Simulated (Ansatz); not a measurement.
Energy needed to pull apart BSiH2O (SMILES [O]B=[SiH2]), doublet, into free ground-state atoms, from the structure below (displaced at random from a GFN2-xTB minimum); no zero-point or spin–orbit terms; open-shell atoms are treated unrestricted, in their ground-state multiplicity.

```json
{"atom": "O1", "x (Å)": "-0.7272", "y (Å)": "-0.6851", "z (Å)": "2.1786"}
{"atom": "B2", "x (Å)": "-0.2355", "y (Å)": "-0.3662", "z (Å)": "1.1189"}
{"atom": "Si3", "x (Å)": "0.1112", "y (Å)": "0.3213", "z (Å)": "-0.5948"}
{"atom": "H4", "x (Å)": "-0.1907", "y (Å)": "-0.6083", "z (Å)": "-1.9024"}
{"atom": "H5", "x (Å)": "0.8275", "y (Å)": "1.4331", "z (Å)": "-0.7482"}
```

Ansatz 0.2.0; basis: def2-TZVPP; cores frozen in the correlated methods; orbitals are unrestricted.

```tsv
method	atomization energy (kcal/mol)
PBE-D4	428.2
revPBE-D4	417.1
BLYP-D4	421.5
r2SCAN-D4	423.3
PBE0-D4	?
wB97M-V	?
HF	297.9
MP2	415.4
CCSD	393.4
CCSD(T)	402.1
```

Problem. What does PBE0-D4 give? (Judge from chemistry; the value comes from the calculation.)

Solution. By the calculation: 415.3 kcal/mol, which is about 13.2 kcal/mol more than CCSD(T)/def2-TZVPP.

Problem. What does wB97M-V give? (Judge from chemistry; the value comes from the calculation.)

Solution. By the calculation: 416.4 kcal/mol, which is about 14.4 kcal/mol more than CCSD(T)/def2-TZVPP.

In triple zeta the MP2 and coupled-cluster atomization energies are still short of their basis limit by a few kcal/mol a bond, whereas those of the functionals are nearly converged, so these differences are not deviations from converged CCSD(T).

No T1 diagnostic of these runs exceeds 0.021. ⟨S²⟩ of the unrestricted Hartree–Fock references: 0.77 (a pure state has 0.75).

For scale, one of the runs: CCSD(T)/def2-TZVPP forces, 132 basis functions (an equivalent command: `ansatz run in.yaml --threads 4`). Hardware: 4 CPU threads, shared host. Wall time 80 s; peak host memory 2.6 GiB.
